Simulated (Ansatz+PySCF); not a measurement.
## singlet H2O: levels of theory in one basis

```xyz
3

O     0.0000    0.0000   -0.1197
H     0.0000    0.7542    0.4787
H     0.0000   -0.7542    0.4787
```

Basis set: 6-31G (spherical functions). Correlated methods keep 1 orbital frozen. Charge 0, multiplicity 1.

Computed with Ansatz (development build ahead of 0.2.0); each method stands on the lowest determinant of its kind that the runs found.

```
                            method  E − E(RHF) (eV)  <S²> of the determinant
                               RHF             0.00                     0.00
                          RHF-CCSD            -3.67                        –
                       RHF-CCSD(T)            -3.70                        –
full CI (lowest root of this spin)            -3.72                        –
```

Task: What does RHF-MP2 give on the same scale?

Result: -3.49 eV.

Task: Is a single determinant a sound starting point here?

Result: By this sign, yes. Unrestricted orbitals gain 0.00 eV and <S²> is 0.00 against 0.00 for a pure state.
